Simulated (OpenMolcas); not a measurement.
# N2O (nitrous oxide): the vertical energy of the triplet above the singlet from total energies

N2O: 3 atoms, total charge 0, spin state singlet. As SMILES, `N#[N+][O-]`. The coordinates come from a PBE0-D4/def2-TZVP relaxation.

```xyz
3

N    -0.5117    1.0013   -0.1679
N    -0.0084    0.0165   -0.0028
O     0.5201   -1.0178    0.1707
```

Both states at this one shape; open shells run unrestricted unless said. 1 Eh = 27.2114 eV.

```tsv
level	program	singlet N2O (Eh)	triplet N2O (Eh)
HF/STO-3G	OpenMolcas	-181.186798	-181.070096
HF/STO-3G, open shells restricted	OpenMolcas	-181.186798	-181.067829
```

Question: Work out the vertical gap, second state less first, at each level.

Answer: 
1. HF/STO-3G: -181.070096 − (-181.186798) = 0.116702 Eh = 3.18 eV.
2. HF/STO-3G, open shells restricted: -181.067829 − (-181.186798) = 0.118969 Eh = 3.24 eV.

No measured value is set beside it here; the levels span 3.18 to 3.24 eV. Minimal sets are far from the basis-set limit.
